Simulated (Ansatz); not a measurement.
Ansatz (a quantum-chemistry and plane-wave program) input (PBE0/6-311++G(2d,2p)): A basis named .json is the Basis Set Exchange file of that set (core-valence sets with the plain set on hydrogen).

Ansatz 0.2 input:
```yaml
crystal:
  periodic: [false, false, false]
  atoms:
    - {symbol: C, position_ang: [-0.00000000, -0.00000000, -0.49689011]}
    - {symbol: N, position_ang: [0.00000000, 0.00000000, 0.64927938]}
    - {symbol: H, position_ang: [-0.00000000, -0.00000000, -1.56361504]}
basis:
  gaussian:
    orbitals: 6-311++G_2d_2p_.json
hamiltonian:
  xc: {name: PBE0}
magnetization: {spin_polarized: false}
```

Output:

```
Functional definition: PBE0
integrals: 0.01 GiB planned
441 factors; their error is unknown
mean field: 0.11 GiB planned
mean field evaluation 1: about -2536.5158 eV, gradient 4.0e1 eV
mean field evaluation 2: about -2531.2477 eV, gradient 6.2e1 eV
mean field evaluation 4: about -2539.8576 eV, gradient 1.5e0 eV
mean field evaluation 8: about -2539.8515 eV, gradient 6.1e-3 eV
mean field -2539.85152826 eV, -93.3378220904 hartree, gradient 5.5e-5 eV, S^2 0.000000; 0 other end points of the search recorded, 0 dependent functions left out
reference -2539.85156405 eV, -93.3378234058 hartree; 7, 7 occupied and 57, 57 virtual orbitals, 441 factors
Total energy: -2539.85156405 eV, -93.3378234058 hartree
```
